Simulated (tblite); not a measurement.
Species: C3H4O (charge +1 and doublet state).
SMILES with atom numbers: `[CH2+:1][CH:2][CH:3]=[O:4]` (hydrogens: H5, H6 on C1; H7 on C2; H8 on C3)
Bond orders are those of one Lewis drawing.

Computed with GFN2-xTB (tblite), gas phase: L-BFGS steps from a force-field or distance-geometry start until the largest atomic force falls under 0.01 eV/Å.

The end geometry, which sets the zero of energy:
```
atom  x, y, z in Å
C1     -1.1277   -0.2258    0.4430
C2      0.0407    0.3613    0.2980
C3      1.1200   -0.0067   -0.6549
O4      2.1697    0.4872   -0.8189
H5     -1.4950   -1.0811   -0.1118
H6     -1.8363    0.1451    1.1821
H7      0.3483    1.2233    0.8944
H8      0.7894   -0.8939   -1.2566
```

**Question.** These geometries come from the run, each turned onto the end geometry. Order them by energy, lowest first.
A.
```
atom  x, y, z in Å
C1     -1.1266   -0.2137    0.4563
C2      0.0352    0.3725    0.3040
C3      1.1049   -0.0344   -0.6626
O4      2.1643    0.4972   -0.8098
H5     -1.4680   -1.0812   -0.1269
H6     -1.8700    0.1429    1.1979
H7      0.3654    1.2454    0.9069
H8      0.8038   -0.9194   -1.2905
```
B.
```
atom  x, y, z in Å
C1     -1.1296   -0.2162    0.4536
C2      0.0354    0.3696    0.3067
C3      1.1104   -0.0197   -0.6589
O4      2.1552    0.4869   -0.8116
H5     -1.4700   -1.0718   -0.1170
H6     -1.8565    0.1375    1.1857
H7      0.3614    1.2321    0.8959
H8      0.8029   -0.9090   -1.2791
```
C.
```
atom  x, y, z in Å
C1     -1.1285   -0.2185    0.4497
C2      0.0393    0.3643    0.3027
C3      1.1089   -0.0120   -0.6547
O4      2.1592    0.4844   -0.8149
H5     -1.4773   -1.0723   -0.1130
H6     -1.8494    0.1368    1.1813
H7      0.3588    1.2255    0.8906
H8      0.7981   -0.8989   -1.2663
```
D.
```
atom  x, y, z in Å
C1     -1.1734   -0.2368    0.4652
C2      0.0882    0.4032    0.2955
C3      1.0980   -0.0602   -0.6756
O4      2.1709    0.5092   -0.8050
H5     -1.4668   -1.0869   -0.1334
H6     -1.8786    0.1468    1.2059
H7      0.3655    1.2523    0.9145
H8      0.8053   -0.9181   -1.2916
```
E.
```
atom  x, y, z in Å
C1     -1.1390   -0.2203    0.4568
C2      0.0446    0.3787    0.3059
C3      1.1126   -0.0275   -0.6630
O4      2.1550    0.4911   -0.8091
H5     -1.4675   -1.0758   -0.1223
H6     -1.8641    0.1403    1.1923
H7      0.3633    1.2391    0.9020
H8      0.8040   -0.9161   -1.2872
```

**Answer.** C (0.004 eV), B (0.008 eV), E (0.029 eV), A (0.053 eV), D (0.427 eV).

In the order of the answer:

| step | E above end (eV) | largest force (eV/Å) | rms force component (eV/Å) | rms distance from end (Å) | rms bond change (Å) | bond most changed (Å) |
| --- | --- | --- | --- | --- | --- | --- |
| 7 | 0.004 | 0.17 | 0.054 | 0.013 | 0.002 | C1–H5 -0.003 |
| 5 | 0.008 | 0.22 | 0.079 | 0.020 | 0.005 | C2–C3 +0.010 |
| 3 | 0.029 | 1.15 | 0.346 | 0.026 | 0.009 | C1–C2 +0.019 |
| 2 | 0.053 | 1.83 | 0.589 | 0.030 | 0.016 | C3=O4 +0.023 |
| 0 | 0.427 | 4.82 | 1.675 | 0.048 | 0.047 | C1–C2 +0.109 |

What follows is the cost of the whole relaxation. The run took 0.16 s of wall time on Intel Xeon at 2.50 GHz, one thread, shared host.
